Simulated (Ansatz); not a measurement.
Born–Oppenheimer molecular dynamics of BClH$_{2}$O (5 atoms, charge 0, multiplicity 1). It starts from a relaxed structure.

These are results of RHF/def2-SVPD (Ansatz), not measurements.

| Item | Value |
| --- | --- |
| ensemble | NVT, Langevin thermostat |
| time step | 1 fs |
| steps asked | 150 |
| set temperature | 1000 K |
| friction | 0.02 /fs |
| seed | 98956 |

First frame:

```xyz
5
Properties=species:S:1:pos:R:3
B 0.016 -0.107 -0.057
H -0.014 -0.078 1.135
Cl 1.568 0.188 -0.870
O -1.055 -0.350 -0.811
H -1.857 -0.500 -0.338
```

Task: How far do the bonds stretch over the last three quarters of this one trajectory? (Pairs bonded in most of those frames.)

Result: 
```json
{"bond": "B1–H2", "mean (Å)": "1.205", "spread (Å)": "0.063", "shortest": "1.09", "longest": "1.33"}
{"bond": "B1–Cl3", "mean (Å)": "1.771", "spread (Å)": "0.043", "shortest": "1.70", "longest": "1.88"}
{"bond": "B1–O4", "mean (Å)": "1.339", "spread (Å)": "0.033", "shortest": "1.26", "longest": "1.39"}
{"bond": "O4–H5", "mean (Å)": "0.952", "spread (Å)": "0.039", "shortest": "0.89", "longest": "1.02"}
```

Mean temperature of the second half: 908 K. A run of 0.15 ps of so small a system gives no equilibrium averages.

Time of the run: 2.3 min on 1 thread of Intel(R) Xeon(R) Platinum 8488C (Sapphire Rapids), with other jobs on the host, peak memory 0.15 GiB.
